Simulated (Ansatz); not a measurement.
The input, for Ansatz 0.2.0:

```yaml
crystal:
  periodic: [false, false, false]
  atoms:
    - {symbol: Sn, position_ang: [0.000000, 0.000000, 0.000000]}
    - {symbol: H, position_ang: [0.000000, 0.000000, 3.801000]}
basis:
  gaussian: {orbitals: def2-TZVPP, fitting: {mean_field: def2-universal-jkfit}}
total_charge: 1
magnetization: {spin_polarized: false}
correlation: {method: ccsd, electrons: valence}
```

```sh
$ ansatz run in.yaml --threads 1 --pin off --events-out ev --progress --plain --max-ram 2393MiB
```

Log:

```
236 factors; integrals over basis functions are off by at most 1.6e0 eV
mean field evaluation 1: about -5806.0440 eV, gradient 1.4e1 eV
mean field evaluation 2: about -5806.7039 eV, gradient 1.6e1 eV
mean field evaluation 4: about -5808.9840 eV, gradient 1.0e0 eV
mean field evaluation 8: about -5808.9912 eV, gradient 1.3e-6 eV
mean field evaluation 16: about -5808.3862 eV, gradient 5.3e0 eV
mean field evaluation 32: about -5805.4413 eV, gradient 8.9e0 eV
mean field -5808.99121586 eV, -213.4764897072 hartree, gradient 1.3e-6 eV, S^2 0.000000; 3 other end points of the search recorded, 0 dependent functions left out; unrestricted orbitals would lower it
mean field evaluation 64: about -5811.6844 eV, gradient 3.4e0 eV
mean field evaluation 96: about -5809.0210 eV, gradient 4.7e-1 eV
mean field evaluation 128: about -5811.9527 eV, gradient 2.8e0 eV
mean field evaluation 160: about -5811.8477 eV, gradient 3.6e0 eV
determinant -5808.99121586 eV, -213.4764897072 hartree, with singles and doubles -5818.56433759 eV, -213.8282954418 hartree
determinant -5806.58315159 eV, -213.3879949777 hartree, with singles and doubles -5817.12684081 eV, -213.7754684096 hartree
unrestricted determinant -5812.04139360 eV, -213.5885816716 hartree, S^2 1.0106
4 core orbitals not correlated: weight in the atoms' cores, before any rotation towards them, 1.000 or more for the frozen orbitals, at most 0.000 for the correlated occupied ones
reference -5808.99121586 eV, -213.4764897072 hartree; 7, 7 occupied and 53, 53 virtual orbitals, 236 factors
second order -8.51792016 eV of doubles, -0.00000000 eV of singles
cycle   1  -7.97292677 eV  change   -7.5e-1 eV  update   1.4e-1
cycle   2  -8.45669517 eV  change   -4.8e-1 eV  update   1.1e-1
cycle   3  -8.76548384 eV  change   -3.1e-1 eV  update   8.4e-2
cycle   4  -8.98189691 eV  change   -2.2e-1 eV  update   6.3e-2
cycle   5  -9.57311827 eV  change   -5.9e-1 eV  update   4.7e-2
cycle   6  -9.45184816 eV  change    1.2e-1 eV  update   6.2e-3
cycle   7  -9.48718864 eV  change   -3.5e-2 eV  update   5.8e-3
cycle   8  -9.51655566 eV  change   -2.9e-2 eV  update   2.2e-3
cycle   9  -9.51033617 eV  change    6.2e-3 eV  update   7.7e-4
cycle  10  -9.50870710 eV  change    1.6e-3 eV  update   1.5e-4
cycle  11  -9.50912506 eV  change   -4.2e-4 eV  update   4.7e-5
cycle  12  -9.50910367 eV  change    2.1e-5 eV  update   1.0e-5
cycle  13  -9.50913427 eV  change   -3.1e-5 eV  update   3.6e-6
cycle  14  -9.50911372 eV  change    2.1e-5 eV  update   2.4e-6
cycle  15  -9.50911409 eV  change   -3.7e-7 eV  update   3.1e-7
cycle  16  -9.50911487 eV  change   -7.8e-7 eV  update   2.1e-7
WARN: these amplitudes may be one of several solutions (largest doubles amplitude 0.67, level shift 5.26 eV)
Total energy: -5818.50033073 eV, -213.8259432332 hartree
```

Ran on 1 thread of Arm Neoverse V1, shared host: 3.6 s wall, 0.19 GiB peak host memory.
